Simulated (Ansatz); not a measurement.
# Si2HCl (SMILES [SiH]#[Si]Cl): single points off equilibrium

The atoms stand at a frame of a short trajectory. How far do the functionals agree with CCSD(T) there?

Computed with Ansatz 0.2.0, Gaussian basis. Level: single points in def2-TZVPP.

Cores are frozen in the correlated methods.

### 1 Where the work starts

SMILES `[SiH]#[Si]Cl`, 4 atoms, charge 0, spin multiplicity 1.

Atoms are counted from 1 here; the program's logs count them from 0.

Bond lengths: Si1–Si2 2.194 Å, Si1–H4 1.495 Å, Si2–Cl3 2.154 Å. Angles: Si2–Si1–H4 177.5°, Si1–Si2–Cl3 92.5°.

Coordinates:

```xyz
4
charge 0, multiplicity 1
Si   -0.6171    0.0856   -0.7026
Si    0.6004   -1.3873    0.3752
Cl    1.4243    0.1125    1.6835
H    -1.4999    1.0509   -1.4259
```

### 2 PBE-D4/def2-TZVPP

The input, run/in.yaml:

```yaml
crystal:
  periodic: [false, false, false]
  atoms:
    - {symbol: Si, position_ang: [-0.617145, 0.085599, -0.702612]}
    - {symbol: Si, position_ang: [0.600391, -1.387256, 0.375242]}
    - {symbol: Cl, position_ang: [1.424323, 0.112524, 1.683452]}
    - {symbol: H, position_ang: [-1.499854, 1.050935, -1.425861]}
basis:
  gaussian: {orbitals: def2-TZVPP}
hamiltonian: {xc: pbe, dispersion: d4}
output: {forces: true}
```

The run is started by

```console
> ansatz run in.yaml --threads 2 --pin off --events-out ev --progress --plain --max-ram 3481MiB
```

### 3 r2SCAN-D4/def2-TZVPP

run/in.yaml: that of step 2 with these lines changed.

```diff
@@ -9,3 +9,3 @@
   gaussian: {orbitals: def2-TZVPP}
-hamiltonian: {xc: pbe, dispersion: d4}
+hamiltonian: {xc: r2scan, dispersion: d4}
 output: {forces: true}
```

### 4 PBE0-D4/def2-TZVPP

run/in.yaml: that of step 3 with these lines changed.

```diff
@@ -9,3 +9,3 @@
   gaussian: {orbitals: def2-TZVPP}
-hamiltonian: {xc: r2scan, dispersion: d4}
-output: {forces: true}
+hamiltonian: {xc: pbe0, dispersion: d4}
+output: {forces: true, orbitals: {seedname: orbitals}}
```

### 5 wB97M-V/def2-TZVPP

run/in.yaml: that of step 4 with these lines changed.

```diff
@@ -9,3 +9,3 @@
   gaussian: {orbitals: def2-TZVPP}
-hamiltonian: {xc: pbe0, dispersion: d4}
-output: {forces: true, orbitals: {seedname: orbitals}}
+hamiltonian: {xc: {name: wB97M-V}}
+output: {forces: true}
```

### 6 CCSD(T)/def2-TZVPP

run/in.yaml: that of step 5 with these lines changed.

```diff
@@ -9,3 +9,3 @@
   gaussian: {orbitals: def2-TZVPP}
-hamiltonian: {xc: {name: wB97M-V}}
+correlation: {method: ccsd_t}
 output: {forces: true}
```

(Steps that only read results are left out.)

What does the calculation give? Wanted: energy less free atoms, CCSD(T)/def2-TZVPP; RMS force component; RMS force error; HOMO and LUMO, PBE0-D4; T1 diagnostic.

The runs gave:

| quantity | value |
| --- | --- |
| energy less free atoms, CCSD(T)/def2-TZVPP | -202.7 kcal/mol |
| RMS force component | 0.141 to 0.219 eV/Å over the methods |
| RMS force error | PBE-D4 0.172, r2SCAN-D4 0.137, PBE0-D4 0.142, wB97M-V 0.101 eV/Å |
| HOMO and LUMO, PBE0-D4 | -5.95 and -3.66 eV |
| T1 diagnostic | 0.025 |

In words: Against CCSD(T) the functionals' energies less atoms differ by -20.2 to -10.8 kcal/mol, PBE-D4 by -20.2 kcal/mol. The reference is not at the basis limit: in triple zeta CCSD(T) underbinds, which counts against methods that bind more; the gaps are no ranking. The forces of wB97M-V come nearest to CCSD(T), those of PBE-D4 are farthest. The restricted Hartree–Fock reference is unstable towards an unrestricted one at one or more of these structures.
